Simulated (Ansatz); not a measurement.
Ge(SeO3)2 (P2₁/c, No. 14; cell taken from a computed entry) was calculated with PBEsol (Ansatz, a first-principles code, plane waves, PAW).

Excerpt of the program's output:

```
Crystal: 18 atoms, lattice volume = 252.133 Å³
Basis set: ecut = 520 eV, 6805 PW (Γ), exchange–correlation on 80×108×144 points (8 copies of the dense FFT grid, shifted against one another)
Bands: 100, of which v1, the nominal top of the filled ones, is band 82 counted from 1 (81 counted from 0)
Symmetry: 4 space group operations
Space group: P21/c (ITA 14), of the structure as read, at distance tolerance 6.3e-5 Å
k-points: 104 of 288
Functional: x = pbesol(κ = 0.804, μ = 0.12345679012345678), c = pbesol(β = 0.046)
SCF iter   1: F=—  HF=-36923.651577 eV  |F-HF|=—  |Δ(HF+E_count)|=         —  Δρ=1.30e-2  dr2=3.42e-1
SCF iter   2: F=—  HF=-36923.562532 eV  |F-HF|=—  |Δ(HF+E_count)|=   8.90e-2  Δρ=2.76e-3  dr2=8.11e-3
  ...
SCF iter  10: F=—  HF=-36923.562681 eV  |F-HF|=—  |Δ(HF+E_count)|=   1.72e-8  Δρ=2.69e-6  dr2=1.62e-8
SCF iter  11: F=-36923.562681 eV  HF=-36923.562681 eV  |F-HF|=9.82e-10  |Δ(HF+E_count)|=   1.43e-9  Δρ=5.25e-7  dr2=5.83e-10
SCF 1 converged in 11 iterations: F = -36923.562681 eV  dr2 = 5.83e-10
SCF converged after 11 iterations
Free energy (F): -36923.562681 eV
Internal energy: -36923.562681 eV  (E = F + TS)
E sigma→0 (E₀):  -36923.562681 eV
Fermi energy:    6.601867 eV
--- Forces (eV/Å), atoms counted from 1 ---
  atom   1  Ge     0.00000000     0.00000000     0.00000000
  atom   2  Ge     0.00000000     0.00000000     0.00000000
  atom   3  Se    -0.00109006    -0.00105468    -0.00009913
  atom   4  Se     0.00109006     0.00105468     0.00009913
  atom   5  Se     0.00109006    -0.00105468     0.00009913
  atom   6  Se    -0.00109006     0.00105468    -0.00009913
  atom   7  O      0.00041965     0.00108085     0.00044273
  atom   8  O     -0.00041965    -0.00108085    -0.00044273
  atom   9  O     -0.00041965     0.00108085    -0.00044273
  atom  10  O      0.00041965    -0.00108085     0.00044273
  atom  11  O     -0.00031148    -0.00044616    -0.00018713
  atom  12  O      0.00031148     0.00044616     0.00018713
  atom  13  O      0.00031148    -0.00044616     0.00018713
  atom  14  O     -0.00031148     0.00044616    -0.00018713
  atom  15  O      0.00093190     0.00250320     0.00064396
  atom  16  O     -0.00093190    -0.00250320    -0.00064396
  atom  17  O     -0.00093190     0.00250320    -0.00064396
  atom  18  O      0.00093190    -0.00250320     0.00064396
--- Stress (GPa, compression-positive) ---
       -0.003019       0.000000      -0.007009
        0.000000       0.006198       0.000000
       -0.007010       0.000000       0.006487
  P = ⅓ Tr σ = 0.0032 GPa (0.032 kbar)
```

### Question
Write an input file that could have produced this run (the log leaves some choices open).

### Answer
Several could match; the one computed here: 
Ansatz 0.2 input:
```yaml
crystal:
  lattice:
    - [5.0772189977, 0.0, -0.0036025253]
    - [0.0, 6.7831095329, 0.0]
    - [-4.9494137098, 0.0, 7.3246021094]
  atoms:
    - { symbol: Ge, position: [0.0, 0.0, 0.0] }
    - { symbol: Ge, position: [0.0, 0.5, 0.5] }
    - { symbol: Se, position: [0.683365752, 0.1752179288, 0.1985187641] }
    - { symbol: Se, position: [0.316634248, 0.8247820712, 0.8014812359] }
    - { symbol: Se, position: [0.316634248, 0.6752179288, 0.3014812359] }
    - { symbol: Se, position: [0.683365752, 0.3247820712, 0.6985187641] }
    - { symbol: O, position: [0.706803689, 0.1632933419, 0.0093675722] }
    - { symbol: O, position: [0.293196311, 0.8367066581, 0.9906324278] }
    - { symbol: O, position: [0.293196311, 0.6632933419, 0.4906324278] }
    - { symbol: O, position: [0.706803689, 0.3367066581, 0.5093675722] }
    - { symbol: O, position: [0.80568166, 0.4175284549, 0.2545383838] }
    - { symbol: O, position: [0.19431834, 0.5824715451, 0.7454616162] }
    - { symbol: O, position: [0.19431834, 0.9175284549, 0.2454616162] }
    - { symbol: O, position: [0.80568166, 0.0824715451, 0.7545383838] }
    - { symbol: O, position: [0.2817268364, 0.220677121, 0.0825833991] }
    - { symbol: O, position: [0.7182731636, 0.779322879, 0.9174166009] }
    - { symbol: O, position: [0.7182731636, 0.720677121, 0.4174166009] }
    - { symbol: O, position: [0.2817268364, 0.279322879, 0.5825833991] }
basis:
  ecutwfc: 520
  ecutrho_ratio: 4
  xc_grid: 2
kpoints:
  mp_grid: { grid: [8, 6, 6] }
  band_path:
    path:
      - [0.0, 0.0, 0.0]
      - [0.0, 0.125, 0.0]
      - [0.0, 0.25, 0.0]
      - [0.0, 0.375, 0.0]
      - [0.0, 0.5, 0.0]
      - [0.0, 0.5, 0.166667]
      - [0.0, 0.5, 0.333333]
      - [0.0, 0.5, 0.5]
      - [0.0, 0.375, 0.5]
      - [0.0, 0.25, 0.5]
      - [0.0, 0.125, 0.5]
      - [0.0, 0.0, 0.5]
      - [0.0, 0.0, 0.333333]
      - [0.0, 0.0, 0.166667]
      - [-0.1, 0.0, 0.1]
      - [-0.2, 0.0, 0.2]
      - [-0.3, 0.0, 0.3]
      - [-0.4, 0.0, 0.4]
      - [-0.5, 0.0, 0.5]
      - [-0.5, 0.125, 0.5]
      - [-0.5, 0.25, 0.5]
      - [-0.5, 0.375, 0.5]
      - [-0.5, 0.5, 0.5]
      - [-0.4, 0.5, 0.4]
      - [-0.3, 0.5, 0.3]
      - [-0.2, 0.5, 0.2]
      - [-0.1, 0.5, 0.1]
      - [-0.071429, 0.5, 0.0]
      - [-0.142857, 0.5, 0.0]
      - [-0.214286, 0.5, 0.0]
      - [-0.285714, 0.5, 0.0]
      - [-0.357143, 0.5, 0.0]
      - [-0.428571, 0.5, 0.0]
      - [-0.5, 0.5, 0.0]
      - [-0.5, 0.375, 0.0]
      - [-0.5, 0.25, 0.0]
      - [-0.5, 0.125, 0.0]
      - [-0.5, 0.0, 0.0]
      - [-0.428571, 0.0, 0.0]
      - [-0.357143, 0.0, 0.0]
      - [-0.285714, 0.0, 0.0]
      - [-0.214286, 0.0, 0.0]
      - [-0.142857, 0.0, 0.0]
      - [-0.071429, 0.0, 0.0]
    npoints: 1
hamiltonian:
  xc: pbesol
  dispersion: none
  pseudopotentials: { kind: paw }
scf:
  occupations: { method: fermi_dirac, width: 0.01 }
  convergence: { dr2_threshold: 0.0000000018 }
output:
  forces: true
  stress: true
  eigenvalues: true
  write_bands: true
```

The PAW data were made under PBE.

It cost roughly 4 core-minutes of CPU time.
